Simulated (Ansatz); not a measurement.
```yaml
crystal:
  periodic: [false, false, false]
  atoms:
    - {symbol: Nb, position_ang: [0.000000, 0.000000, 0.000000]}
    - {symbol: O, position_ang: [0.000000, 0.000000, 2.110000]}
basis:
  gaussian: {orbitals: def2-TZVP}
magnetization: {spin_polarized: true, initial_magnetization: 1}
hamiltonian: {xc: pbe0}
relax: {f_tol: 0.004, max_steps: 80}
```

```sh
$ ansatz run in.yaml --threads 1 --pin off --events-out ev --progress --plain --max-ram 2176MiB
```

Steps of the relaxation (energy above the last step; positions in Å, forces in eV/Å):

```
2
step 1, 2730.0 meV
Nb    0.000    0.000    0.000    0.000    0.000    7.888
O     0.000    0.000    2.110    0.000    0.000   -7.888
```

```
2
step 2, 71.0 meV
Nb    0.000    0.000    0.195    0.000    0.000    2.601
O     0.000    0.000    1.915    0.000    0.000   -2.601
```

```
2
step 3, 113.2 meV
Nb    0.000    0.000    0.251    0.000    0.000   -3.961
O     0.000    0.000    1.859    0.000    0.000    3.961
```

```
2
step 5, 0.0 meV
Nb    0.000    0.000    0.221    0.000    0.000    0.001
O     0.000    0.000    1.889    0.000    0.000   -0.001
```

Close pairs at the end: Nb1–O2 1.668 Å.

A stationary point of unrestricted PBE0 after 5 steps, with ⟨S²⟩ = 1.633 against 0.75 for a pure state. 44 s on 1 thread of Arm Neoverse V2, shared host.
